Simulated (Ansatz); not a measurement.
# C2H3ClF2: how energies converge with the basis set

How large a basis does C2H3ClF2 need? Two functionals are run in growing sets.

Method: one geometry, several basis sets; program: Ansatz 0.2.0, Gaussian basis.

Plan: PBE0-D4/def2-SVP; ωB97M-V/def2-SVP; PBE0-D4/def2-QZVPP; ωB97M-V/def2-QZVPP; the functionals' def2-TZVPP values are taken from earlier runs.

**1. The relaxed structure**

An earlier PBE0-D4 in a triple-zeta def2 set relaxation fixed the geometry.

8 atoms, charge 0, spin multiplicity 1.

Atoms are counted from 1 here; the program's logs count them from 0.

Bond lengths: F1–C2 1.374 Å, C2–C3 1.507 Å, C2–H6 1.092 Å, C2–H7 1.093 Å, C3–F4 1.355 Å, C3–Cl5 1.774 Å, C3–H8 1.091 Å. Angles: F1–C2–C3 109.0°, F1–C2–H6 109.1°, F1–C2–H7 109.2°, C3–C2–H6 109.8°, C3–C2–H7 109.7°, H6–C2–H7 110.2°, C2–C3–F4 110.3°, C2–C3–Cl5 108.5°, C2–C3–H8 112.4°, F4–C3–Cl5 109.5°, F4–C3–H8 108.5°, Cl5–C3–H8 107.6°.

**2. PBE0-D4 in def2-SVP**

Contents of in.yaml:

```yaml
crystal:
  periodic: [false, false, false]
  atoms:
    - {symbol: F, position_ang: [-0.356146, -0.815176, 1.579405]}
    - {symbol: C, position_ang: [0.297988, 0.039241, 0.725045]}
    - {symbol: C, position_ang: [-0.320849, -0.068922, -0.644766]}
    - {symbol: F, position_ang: [-0.104595, -1.302200, -1.162605]}
    - {symbol: Cl, position_ang: [0.420901, 1.153876, -1.694188]}
    - {symbol: H, position_ang: [0.197488, 1.061249, 1.096639]}
    - {symbol: H, position_ang: [1.353196, -0.241448, 0.675269]}
    - {symbol: H, position_ang: [-1.395883, 0.116282, -0.630598]}
basis:
  gaussian: {orbitals: def2-SVP}
hamiltonian: {xc: pbe0, dispersion: d4}
output: {orbitals: {seedname: orbitals}}
```

Further steps of the session: ωB97M-V in def2-SVP; PBE0-D4 in def2-QZVPP; ωB97M-V in def2-QZVPP.

Before running them: what should the planned runs give, taken together? Wanted: PBE0-D4: double and triple zeta above quadruple; ωB97M-V: double and triple zeta above quadruple.

**Answer**, as computed:

| quantity | value |
| --- | --- |
| PBE0-D4: double and triple zeta above quadruple | 14.23, 0.77 eV |
| ωB97M-V: double and triple zeta above quadruple | 14.39, 0.74 eV |

For PBE0-D4 the step from double to triple zeta gains 13.46 eV and the next only 0.77 eV. These are total energies; as a rule much of such shifts cancels in differences, which this series doesn't test. The LUMO of ωB97M-V is positive and keeps falling with the basis (3.14 to 1.83 eV): an unbound level that the basis holds in place.
